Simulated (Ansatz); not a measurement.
# Si₂N+ (quintet): wave-function methods side by side, def2-QZVPP

An exercise on one series of results from a longer session: the logs are not shown, and one member is left open.

The runs use Ansatz 0.2.0, Gaussian basis; def2-QZVPP, core rule «outside noble gas», up to 11 orbitals frozen.

Plan: UHF; ROHF; CCSD(T) on UHF.

5 further runs of the same task are left out: 1 that didn't finish, 4 set aside as unsound or not needed.

## What is computed

The geometry is a PBE0/def2-TZVP stationary point (not a proven minimum) of the parent state, kept for this charge and spin.

3 atoms, charge 1, spin multiplicity 5.

Atoms are counted from 1 here; the program's logs count them from 0.

Bond lengths: N1–Si2 1.661 Å, Si2–Si3 2.244 Å. Angles: N1–Si2–Si3 180.0°.

The first run:

in.yaml

```yaml
crystal:
  periodic: [false, false, false]
  atoms:
    - {symbol: N, position_ang: [0.000000, 0.000000, -1.854900]}
    - {symbol: Si, position_ang: [0.000000, 0.000000, -0.194400]}
    - {symbol: Si, position_ang: [0.000000, 0.000000, 2.049300]}
basis:
  gaussian: {orbitals: "def2-QZVPP.json"}
total_charge: 1
magnetization: {spin_polarized: true, initial_magnetization: 4}
hamiltonian: {xc: hf}
output: {orbitals: {seedname: orbitals}}
```

On the command line:

```console
> ansatz run in.yaml --threads 1 --pin off --events-out ev --progress --plain --max-ram 2393MiB
```

Among the steps run: UHF; ROHF; CCSD(T) on UHF.

One table of the session follows, with a row left open; its other results are not shown here.

| method | from UCCSD(T) (kcal/mol) |
| --- | --- |
| ROHF | +219.90 |
| UHF | +211.92 |
| UMP2 | ? |
| UCCSD | +10.66 |
| UCCSD(T) | 0 |

Q: Estimate the row for UMP2 from the others.

The run gave: from UCCSD(T) (kcal/mol): +35.02. In the column «from UCCSD(T) (kcal/mol)» it lies between UCCSD (+10.66) and UHF (+211.92).
